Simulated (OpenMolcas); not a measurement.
# BF (SMILES [B]F), step by step

Aim: a single-point energy (UHF/STO-3G), then a single-point energy (CASSCF(2,2)/STO-3G), then a single-point energy (CASPT2(2,2)/STO-3G), then a single-point energy (SC-NEVPT2(2,2)/STO-3G), then a single-point energy (MRCI(2,2)/STO-3G) of BF. 

The results are computed with OpenMolcas 26.06.

2 further runs of the same task are left out: 1 for a known fault of the program, 1 set aside as unsound or not needed.

### 1 Starting point

The species is BF (2 atoms), meant as a singlet with charge 0. SMILES: `[B]F`. The B1–F2 distance was set to 2.489 Å, away from the relaxed value.

### 2 A single-point energy at UHF/STO-3G (run 1)

Input file step1.inp:

```
* BF Hartree-Fock
>>> EXPORT MOLCAS_PRINT=2

&GATEWAY
  BasLib
  $CurrDir
  BasisSet
  B.STO-3G....
  B1 0.000000 0.000000 -1.244410 angstrom
  End of Basis
  BasisSet
  F.STO-3G....
  F2 0.000000 0.000000 1.244390 angstrom
  End of Basis

&SEWARD

&SCF
  UHF
  Scramble
  0.25
  PrOrbitals
  1 1
```

The basis set STO-3G is read from a file made from the Basis Set Exchange's data (not shown).

Run with:

```console
$ export MOLCAS_MEM=1860
$ pymolcas step1.inp > step1.log
```

The program printed (excerpt; [...] marks lines left out):

```text
--- Start Module: gateway ---
[...]
--- Stop Module: gateway /rc=_RC_ALL_IS_WELL_ ---
--- Start Module: seward ---
[...]
      Basis functions           10
--- Stop Module: seward /rc=_RC_ALL_IS_WELL_ ---
--- Start Module: scf ---
[...]
       Convergence after  47 Iterations
[...]
::    Total SCF energy                               -122.1400014567
[...]
      Total spin, S                                     0.5941637601
[...]
      Total electronic charge=   14.000000
      Total            charge=   -0.000000
[...]
      Dipole Moment (debye):
      Origin of the operator (angstrom)=    0.0000    0.0000    0.3313
                   X= -2.0300E-05               Y= -1.5559E-04               Z= -2.1147E-01           Total=  2.1147E-01
      Quadrupole Moment (debye*angstrom):
[...]
--- Stop Module: scf /rc=_RC_ALL_IS_WELL_ ---
[...]
```

Wall time 2 s (1 thread of Arm Neoverse V2, shared host); peak memory 0.37 GiB.

### 3 The energy at CASSCF(2,2)/STO-3G (run 2)

Input file step2.inp:

```
* BF CASSCF
>>> EXPORT MOLCAS_PRINT=2

&GATEWAY
 BasLib = $CurrDir
 BasisSet
 B.STO-3G....
 B1 0.000000 0.000000 -1.244410 angstrom
 End of Basis
 BasisSet
 F.STO-3G....
 F2 0.000000 0.000000 1.244390 angstrom
 End of Basis

&SEWARD

&RASSCF
 FileOrb = $CurrDir/step1.UnaOrb
 Spin = 1
 Nactel = 2 0 0
 Inactive = 6
 Ras2 = 2
 OrbListing = Nothing
```

The basis set STO-3G is read from a file made from the Basis Set Exchange's data (not shown).

Run with:

```console
$ export MOLCAS_MEM=1860
$ pymolcas step2.inp > step2.log
```

The program printed (excerpt; [...] marks lines left out):

```text
--- Start Module: gateway ---
[...]
--- Stop Module: gateway /rc=_RC_ALL_IS_WELL_ ---
--- Start Module: seward ---
[...]
      Basis functions           10
--- Stop Module: seward /rc=_RC_ALL_IS_WELL_ ---
--- Start Module: rasscf ---
[...]
      Number of active orbitals                  2
[...]
      Spin quantum number                      0.0
[...]
      Active orbitals                            2
[...]
      Number of CSFs                             3
[...]
      Number of root(s) required                 1
[...]
      Convergence after  8 iterations
[...]
      printout of CI-coefficients larger than  0.05 for root  1
      energy=    -122.151002
      conf/sym  11     Coeff  Weight
             1  20  -0.84271 0.71016
             3  02   0.53837 0.28984
      Natural orbitals and occupation numbers for root  1
      sym 1:   1.420321   0.579679
      ************************************************************************************************************************
      *                                                    Final results                                                     *
[...]
::    RASSCF root number  1 Total energy:   -122.15100174
[...]
      Total electronic charge=   14.000000
      Total            charge=   -0.000000
[...]
      Dipole Moment (debye):
      Origin of the operator (angstrom)=    0.0000    0.0000    0.3313
                   X=  1.6210E-05               Y=  4.6325E-05               Z= -3.0994E-01           Total=  3.0994E-01
      Quadrupole Moment (debye*angstrom):
[...]
--- Stop Module: rasscf /rc=_RC_ALL_IS_WELL_ ---
[...]
```

Run time: 1.4 s. Hardware: 1 thread of Arm Neoverse V2, shared host; peak memory 0.37 GiB.

### 4 The energy at CASPT2(2,2)/STO-3G (run 3)

Input file step3.inp:

```
* BF CASPT2

&GATEWAY
  BasLib = $CurrDir
  BasisSet
  B.STO-3G....
  B1 0.000000 0.000000 -1.244410 angstrom
  End of Basis
  BasisSet
  F.STO-3G....
  F2 0.000000 0.000000 1.244390 angstrom
  End of Basis

&SEWARD

&RASSCF
  FileOrb = $CurrDir/step2.RasOrb
  Spin = 1
  Nactel = 2 0 0
  Inactive = 6
  Ras2 = 2
  OrbListing = Nothing

&CASPT2
  Imaginary = 0.1
  Frozen = 2
```

The basis set STO-3G is read from a file made from the Basis Set Exchange's data (not shown).

Run with:

```console
$ export MOLCAS_MEM=1860
$ pymolcas step3.inp > step3.log
```

The program printed (excerpt; [...] marks lines left out):

```text
--- Start Module: gateway ---
[...]
--- Stop Module: gateway /rc=_RC_ALL_IS_WELL_ ---
[...]
      Basis functions           10
[...]
--- Start Module: rasscf ---
[...]
      Number of active orbitals                  2
[...]
      Spin quantum number                      0.0
[...]
      Active orbitals                            2
[...]
      Number of CSFs                             3
[...]
      Number of root(s) required                 1
[...]
      Convergence after  4 iterations
[...]
      printout of CI-coefficients larger than  0.05 for root  1
      energy=    -122.151002
      conf/sym  11     Coeff  Weight
             1  20  -0.84271 0.71016
             3  02   0.53837 0.28984
      Natural orbitals and occupation numbers for root  1
      sym 1:   1.420321   0.579679
      ************************************************************************************************************************
      *                                                    Final results                                                     *
[...]
::    RASSCF root number  1 Total energy:   -122.15100174
[...]
      Total electronic charge=   14.000000
      Total            charge=   -0.000000
[...]
      Dipole Moment (debye):
      Origin of the operator (angstrom)=    0.0000    0.0000    0.3313
                   X=  1.4231E-05               Y=  4.1437E-05               Z= -3.0996E-01           Total=  3.0996E-01
      Quadrupole Moment (debye*angstrom):
[...]
--- Stop Module: rasscf /rc=_RC_ALL_IS_WELL_ ---
--- Start Module: caspt2 ---
[...]
 ###    WARNING: User changed nr of frozen orbitals.                         ###
 ###############################################################################
[...]
      E2 (Variational):          -0.0194583315
      Total energy:            -122.1704600708
[...]
      Reference weight:           0.98581
[...]
::    CASPT2 Root  1     Total energy:   -122.17046007
[...]
--- Stop Module: caspt2 /rc=_RC_ALL_IS_WELL_ ---
[...]
```

Wall time 1.4 s (1 thread of Arm Neoverse V2, shared host); peak memory 0.37 GiB.

### 5 The energy at SC-NEVPT2(2,2)/STO-3G (run 4)

Input file step4.input:

```
* BF NEVPT2
>>> EXPORT MOLCAS_PRINT=2

&GATEWAY
  BasLib=$CurrDir
  BasisSet
  B.STO-3G....
  B1 0.000000 0.000000 -1.244410 angstrom
  End of Basis
  BasisSet
  F.STO-3G....
  F2 0.000000 0.000000 1.244390 angstrom
  End of Basis

&SEWARD

&RASSCF
  FileOrb=$CurrDir/step2.RasOrb
  Spin=1
  Nactel=2 0 0
  Inactive=6
  Ras2=2
  OrbListing=Nothing

&CASPT2
  SC-NEVPT2
  Frozen=2
```

The basis set STO-3G is read from a file made from the Basis Set Exchange's data (not shown).

Run with:

```console
$ export MOLCAS_MEM=1860
$ pymolcas step4.input > step4.log
```

The program printed (excerpt; [...] marks lines left out):

```text
--- Start Module: gateway ---
[...]
--- Stop Module: gateway /rc=_RC_ALL_IS_WELL_ ---
[...]
      Basis functions           10
[...]
--- Start Module: rasscf ---
[...]
      Number of active orbitals                  2
[...]
      Spin quantum number                      0.0
[...]
      Active orbitals                            2
[...]
      Number of CSFs                             3
[...]
      Number of root(s) required                 1
[...]
      Convergence after  4 iterations
[...]
      printout of CI-coefficients larger than  0.05 for root  1
      energy=    -122.151002
      conf/sym  11     Coeff  Weight
             1  20  -0.84271 0.71016
             3  02   0.53837 0.28984
      Natural orbitals and occupation numbers for root  1
      sym 1:   1.420321   0.579679
      ************************************************************************************************************************
      *                                                    Final results                                                     *
[...]
::    RASSCF root number  1 Total energy:   -122.15100174
[...]
      Total electronic charge=   14.000000
      Total            charge=   -0.000000
[...]
      Dipole Moment (debye):
      Origin of the operator (angstrom)=    0.0000    0.0000    0.3313
                   X=  1.4231E-05               Y=  4.1437E-05               Z= -3.0996E-01           Total=  3.0996E-01
      Quadrupole Moment (debye*angstrom):
[...]
--- Stop Module: rasscf /rc=_RC_ALL_IS_WELL_ ---
--- Start Module: caspt2 ---
[...]
 ###    WARNING: User changed nr of frozen orbitals.                         ###
 ###############################################################################
[...]
      E2 (Variational):          -0.0190172216
[...]
      E2 (Variational):          -0.0190144622
      Total energy:            -122.1700162015
[...]
      Reference weight:           0.98634
[...]
::    SC-NEVPT2 Root  1     Total energy:   -122.17001620
[...]
--- Stop Module: caspt2 /rc=_RC_ALL_IS_WELL_ ---
[...]
```

Wall time 1.4 s (1 thread of Arm Neoverse V2, shared host); peak memory 0.37 GiB.

### 6 A single-point energy at MRCI(2,2)/STO-3G (run 5)

Input file step5.inp:

```
&gateway
baslib=$CurrDir
basisset
B.STO-3G....
B1 0.000000 0.000000 -1.244410 angstrom
End of Basis
basisset
F.STO-3G....
F2 0.000000 0.000000 1.244390 angstrom
End of Basis
&seward
&rasscf
fileorb=$CurrDir/step2.RasOrb
spin=1
nactel=2 0 0
inactive=6
ras2=2
orblisting=Nothing
&motra
lumorb
frozen=2
&guga
electrons=10
spin=1
inactive=4
active=2
ciall=1
&mrci
sdci
```

The basis set STO-3G is read from a file made from the Basis Set Exchange's data (not shown).

Run with:

```console
$ export MOLCAS_MEM=1860
$ pymolcas step5.inp > step5.log
```

The program printed (excerpt; [...] marks lines left out):

```text
--- Start Module: gateway ---
[...]
--- Stop Module: gateway /rc=_RC_ALL_IS_WELL_ ---
[...]
      Basis functions           10
[...]
      Number of active orbitals                  2
[...]
      Spin quantum number                      0.0
[...]
      Active orbitals                            2
[...]
      Number of CSFs                             3
[...]
      Number of root(s) required                 1
[...]
      Convergence after  4 iterations
[...]
      printout of CI-coefficients larger than  0.05 for root  1
      energy=    -122.151002
      conf/sym  11     Coeff  Weight
             1  20  -0.84271 0.71016
             3  02   0.53837 0.28984
      Natural orbitals and occupation numbers for root  1
      sym 1:   1.420321   0.579679
      ************************************************************************************************************************
      *                                                    Final results                                                     *
[...]
::    RASSCF root number  1 Total energy:   -122.15100174
[...]
      Dipole Moment (debye):
      Origin of the operator (angstrom)=    0.0000    0.0000    0.3313
                   X=  1.4231E-05               Y=  4.1437E-05               Z= -3.0996E-01           Total=  3.0996E-01
      Quadrupole Moment (debye*angstrom):
[...]
      *** WARNING: Default frozen orbitals is overwritten by user input.
      *** Default values:   2
[...]
--- Start Module: guga ---
[...]
--- Stop Module: guga /rc=_RC_ALL_IS_WELL_ ---
--- Start Module: mrci ---
[...]
       (But an ACPF correction will be computed)
       USE THE DEFAULT ACPF G-VALUE GFAC=  0.20000000000000001
[...]
                      CI ENERGY:  -122.19290435
[...]
                ACPF CORRECTION:    -0.00288325
[...]
      Total electronic charge=   14.000000
      Total            charge=   -0.000000
[...]
     ACPF CORRECTION:     -0.00288325
[...]
  CI State   1     Total energy:   -122.19290435     QDav:     -0.00366715     QACPF:     -0.00288325
[...]
--- Stop Module: mrci /rc=_RC_ALL_IS_WELL_ ---
[...]
```

Wall time 1.4 s (1 thread of Arm Neoverse V2, shared host); peak memory 0.37 GiB.

### 7 Outcome

```
                                                    quantity          value
                             run 1, UHF/STO-3G: total energy  -122.14000 Eh
                            run 1, UHF/STO-3G: dipole moment         0.21 D
                              run 1, UHF/STO-3G: HOMO energy       -5.68 eV
                              run 1, UHF/STO-3G: LUMO energy        7.66 eV
                            run 1, UHF/STO-3G: HOMO–LUMO gap       13.34 eV
                                     run 1, UHF/STO-3G: ⟨S²⟩          0.947
                     run 2, CASSCF(2,2)/STO-3G: total energy  -122.15100 Eh
   run 2, CASSCF(2,2)/STO-3G: dipole moment (CASSCF density)         0.31 D
                     run 3, CASPT2(2,2)/STO-3G: total energy  -122.17046 Eh
   run 3, CASPT2(2,2)/STO-3G: dipole moment (CASSCF density)         0.31 D
                  run 4, SC-NEVPT2(2,2)/STO-3G: total energy  -122.17002 Eh
run 4, SC-NEVPT2(2,2)/STO-3G: dipole moment (CASSCF density)         0.31 D
                       run 5, MRCI(2,2)/STO-3G: total energy  -122.19290 Eh
     run 5, MRCI(2,2)/STO-3G: dipole moment (CASSCF density)         0.31 D
```

What this shows: ⟨S²⟩ (run 1, UHF/STO-3G) is 0.95 where a pure singlet has 0.00: the reference is spin-contaminated.
